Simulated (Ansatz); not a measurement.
**How far each method lies from full CI for [H···H···SiH2], singlet**

Geometry: a point of a hydrogen-transfer path between rigid fragments, not a stationary point.

```xyz
5

H    -2.7296    0.0549    0.0000
H    -1.6136    0.0549    0.0000
Si    0.1044    0.0549    0.0000
H     0.7166   -0.8194    1.0900
H     0.7166   -0.8194   -1.0900
```

Basis 6-31G; Ansatz 0.2.0. Correlated methods freeze the noble-gas cores, which leaves 8 electrons in 16 orbitals. R marks a restricted (for open shells ROHF) determinant, U an unrestricted one. Active spaces: valence = (8e, 8o) chosen from the atoms' valence shells; pair = (2e, 2o) about the gap.

Full CI is exact within this basis and frozen core; it isn't the basis-set limit. The frozen core follows each run's orbitals, which can shift R against U totals by a few meV.

Unrestricted rows (U) aren't spin-pure: their determinants' ⟨S²⟩ exceeds S(S+1) by up to 0.81, so they mix in states of higher spin.

```
UHF ⟨S²⟩                          : 0.808
T1 diagnostic (RCCSD)             : 0.0250
largest doubles amplitude (RCCSD) : 0.256
```

```tsv
level	E − E(full CI) (kJ/mol)	share of correlation (%)	wall time
RHF	299.1	0.00	–
UHF	237.4	20.61	–
RMP2	105.9	64.59	–
UMP2	94.1	68.54	–
CISD	28.6	90.43	0.33 s
RCCSD	8.2	97.27	–
UCCSD	14.6	95.10	–
RCCSD(T)	2.4	99.20	0.24 s
UCCSD(T)	8.5	97.15	0.66 s
BCCD(T)	2.5	99.15	0.3 s
RCCSDT	0.3	99.91	–
UCCSDT	0.7	99.76	–
CISDTQ	0.9	99.70	0.72 s
RCCSDT(Q)	0.1	99.98	0.63 s
UCCSDT(Q)	0.0	100.00	6 s
RCCSDTQ	0.0	100.00	3.2 s
UCCSDTQ	0.0	99.98	28 s
CASSCF (pair space)	210.8	29.51	–
NEVPT2 (pair space)	58.6	80.40	0.18 s
MRCISD (pair space)	11.2	96.26	–
MRCISD+Q (pair space)	-1.3	100.44	0.3 s
CASSCF (valence space)	63.8	78.67	–
NEVPT2 (valence space)	17.7	94.08	2.1 s
MRCISD (valence space)	2.2	99.26	–
MRCISD+Q (valence space)	1.2	99.60	2.8 s
```

The correlation energy at full CI, counted from RHF, is -3.100 eV. That run took 4.8 s on 1 thread of Arm Neoverse V1, shared host over 1,656,848 determinants.

Times hold each run's SCF and search for its determinant on a shared host, so for small cases they say little of a method's own cost; they ran on 1 thread of Arm Neoverse V1.

More than 5 meV below full CI, which no variational method can be: MRCISD+Q (pair space).

The full-CI state has the irrep A' of Cs, in the program's axes.

Natural occupations of full CI about the gap: 1.975 1.960 1.960 1.766 0.223 0.038 0.030 0.025 0.007 0.005; effectively unpaired electrons, Σ n²(2−n)², 0.35.
